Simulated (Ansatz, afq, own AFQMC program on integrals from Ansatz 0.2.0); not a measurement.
CrCH3, sextet → CrCH3, octet

```xyz
5

Cr   -0.4772    0.0036    0.0028
C     1.5741   -0.0119   -0.0094
H     1.9449   -1.0425   -0.0066
H     1.9618    0.5034    0.8759
H     1.9511    0.4948   -0.9043
```

Connectivity, by distances: Cr–CH3.

E(octet, charge +0) − E(sextet, charge +0) at this geometry, on UHF and UHF determinants.

Basis def2-SVP. Noble-gas cores (and the filled d shells of Ga–Kr and In–Xe) are frozen. Integrals, coupled cluster, full CI and functionals: Ansatz 0.2.0; the random walks run on the same integrals in our own AFQMC program. ph-AFQMC/CISD is guided by a CISD state made of CCSD amplitudes; releasing the constraint for a short imaginary time cuts its bias at the price of noise, slowly where states lie close. Uncertainties: one standard error, sampling alone. The metal's outer-core s and p shells are frozen, which shifts wave-function levels against functionals. The errors of all members are added in quadrature.

No full CI on the walks' own integrals is used here; CCSDT(Q) serves as the reference and is uncertain by about the last step of the cluster series. Each member takes its own surest rung, up to full CI.

Errors are counted within def2-SVP, not against nature.

Cautions: no relativity below Rb; outer-core shells of the metal frozen; CrCH₃ (sextet): strong correlation (T1 0.051, weight of the determinant 0.84, largest double 0.04), unrestricted determinant slightly spin contaminated (⟨S²⟩ 8.81 against 8.75), its ph-AFQMC/CISD value lies 32 ± 5 meV above CCSDT(Q); CrCH₃ (octet): another spin lies lower, the released energies have errors that jump between times, so the bars are unsure, so no released level is given (meV from the phaseless value at times in 1/Eh: -2.7 ± 1.9 at 0.24, 7 ± 17 at 0.60, -16.7 ± 1.8 at 1.20, -14 ± 3 at 1.80, -16 ± 5 at 2.60), though the last usable value meets CCSDT(Q) within the noise, the ph-AFQMC/CISD walk drifts between its halves (2.6 errors).

```json
{"level": "HF", "vertical spin gap (kJ/mol)": "210.6"}
{"level": "MP2", "vertical spin gap (kJ/mol)": "284.5"}
```

(1) From these cheaper values, estimate the vertical spin gap at the reference level in def2-SVP.

(1) 307.1 kJ/mol (CCSDT(Q) in def2-SVP).

| level | vertical spin gap (kJ/mol) | error against CCSDT(Q) (kJ/mol) |
| --- | --- | --- |
| CCSD | 297.3 | -9.8 |
| CCSD(T) | 304.7 | -2.4 |
| CCSDT | 306.0 | -1.1 |
| ph-AFQMC/CISD | 305.3 ± 0.5 | -1.8 ± 0.5 |

Correlation beyond CCSD(T) adds 2.4 kJ/mol. The perturbative (T) step is worth +7.4 kJ/mol. Where the cautions show a poor determinant, the low rows tell how each method copes with it, not its usual error.

A walk keeps the symmetry of its determinant, which the program's search chose and which needn't be the lowest solution, so a lower state of the same spin and another symmetry isn't excluded.
